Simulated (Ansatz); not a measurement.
**AlH₃+ (doublet): from Hartree-Fock to the top rungs at scale of all distances = 1.782, aug-cc-pVDZ**

How much of the correlation energy of AlH₃+ (doublet) does each wave-function method recover here?

Computed with Ansatz 0.2.0, Gaussian basis. Level: aug-cc-pVDZ, core rule «outside noble gas», up to 5 orbitals frozen.

To be run: UHF; CCSD(T) on natural orbitals of UHF; CCSD(T) on UHF; BCCD(T) on natural orbitals of UHF; CISD; CCSDT(Q) on natural orbitals of UHF; CCSDT(Q) on UHF; CASSCF and MRCISD+Q, 3 electrons in 3 orbitals; CASSCF and NEVPT2, 3 electrons in 3 orbitals; CASSCF and MRCISD+Q, 5 electrons in 7 orbitals; CASSCF and NEVPT2, 5 electrons in 7 orbitals; Full CI.

17 further runs of the same task are left out: 12 that didn't finish, 5 set aside as unsound or not needed.

## 1. The system

The geometry derives from a PBE0/def2-TZVP stationary point (not a proven minimum). All distances are scaled together.

4 atoms, charge 1, spin multiplicity 2.

Atoms are counted from 1 here; the program's logs count them from 0.

No contacts short enough for the rule that draws bonds.

## 2. UHF

File in.yaml:

```yaml
crystal:
  periodic: [false, false, false]
  atoms:
    - {symbol: Al, position_ang: [0.000000, 0.101829, 0.000000]}
    - {symbol: H, position_ang: [0.000000, 0.403056, -2.764236]}
    - {symbol: H, position_ang: [0.000000, 0.403069, 2.764234]}
    - {symbol: H, position_ang: [0.000000, -3.531976, 0.000008]}
basis:
  gaussian: {orbitals: aug-cc-pVDZ}
total_charge: 1
magnetization: {spin_polarized: true, initial_magnetization: 1}
hamiltonian: {xc: hf}
output: {orbitals: {seedname: orbitals}}
```

Launch:

```bash
$ ansatz run in.yaml --threads 1 --pin off --events-out ev --progress --plain --max-ram 2393MiB
```

Further steps of the session: CCSD(T) on natural orbitals of UHF; CCSD(T) on UHF; BCCD(T) on natural orbitals of UHF; CISD; CCSDT(Q) on natural orbitals of UHF; CCSDT(Q) on UHF; CASSCF and MRCISD+Q, 3 electrons in 3 orbitals; CASSCF and NEVPT2, 3 electrons in 3 orbitals; CASSCF and MRCISD+Q, 5 electrons in 7 orbitals; CASSCF and NEVPT2, 5 electrons in 7 orbitals; Full CI.

Q: Predict the results of all the runs planned. Wanted: FCI below the RHF energy; RMP2 from FCI; UMP2 from FCI; RCCSD from FCI; RCCSD(T) from FCI; UCCSD(T) from FCI; RCCSDT(Q) from FCI; UCCSDT(Q) from FCI; NEVPT2 pair from FCI.

The runs gave:

| quantity | value |
| --- | --- |
| FCI below the RHF energy | -4.9265 eV |
| RMP2 from FCI | -841.9 meV |
| UMP2 from FCI | +472.7 meV |
| RCCSD from FCI | +97.2 meV |
| RCCSD(T) from FCI | -12.7 meV |
| UCCSD(T) from FCI | +46.8 meV |
| RCCSDT(Q) from FCI | +1.4 meV |
| UCCSDT(Q) from FCI | +2.6 meV |
| NEVPT2 pair from FCI | +448.8 meV |
| MRCISD+Q pair from FCI | -68.4 meV |
| NEVPT2 valence from FCI | +69.2 meV |
| levels within 1 kcal/mol (43 meV) | RCCSD(T), RCCSDT, UCCSDT, RCCSDT(Q), UCCSDT(Q), MRCISD pair, MRCISD valence, MRCISD+Q valence |
| T1 diagnostic | 0.193 |
| effectively unpaired electrons | 2.91 |

In words: RCCSD(T) lands -12.7 meV from the yardstick (0.3 % of the correlation energy). CCSD(T) misses by -12.7 meV on the restricted determinant and by +46.8 meV on the unrestricted one; the two need not hold the same state or core. RMP2, RCCSD(T), RCCSDT, MRCISD+Q pair fall below full CI, which methods that aren't variational can do. The occupations show strong static correlation (2.9 unpaired electrons where one determinant has 1). Coupled cluster on one determinant still stays close here. Of the multireference levels listed MRCISD+Q valence comes nearest in total energy (+10.4 meV), which doesn't show that its space is the better one. Coupled cluster took another determinant than the lowest Hartree-Fock one. These misses are within one basis, not against nature; the frozen cores of restricted and unrestricted runs differ, which can shift their rows.
